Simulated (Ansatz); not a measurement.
# doublet Si₂(-): levels of theory in one basis

```xyz
2

Si    0.0154   -0.0285   -1.0508
Si    0.0317   -0.0051    1.0505
```

Basis set: def2-SVP (spherical functions). Left uncorrelated: 10 orbitals. Correlation on ROHF uses semicanonical orbitals with singles. Charge -1, multiplicity 2.

Computed with Ansatz (development build ahead of 0.2.0); each method stands on the lowest determinant of its kind that the runs found.

```
      method  E − E(ROHF) (eV)  <S²> of the determinant
        ROHF              0.00                     0.75
         UHF             -0.10                     1.03
    ROHF-MP2             -4.24                        –
     UHF-MP2             -3.98                     1.03
ROHF-CCSD(T)             -5.23                        –
 UHF-CCSD(T)             -5.21                     1.03
```

Caution: no diffuse functions for an anion; the determinant may break the point group. Caution for UHF, UHF-MP2, UHF-CCSD(T): the unrestricted determinant is spin contaminated. Caution for ROHF-CCSD(T), UHF-CCSD(T): another reference gives a lower total.
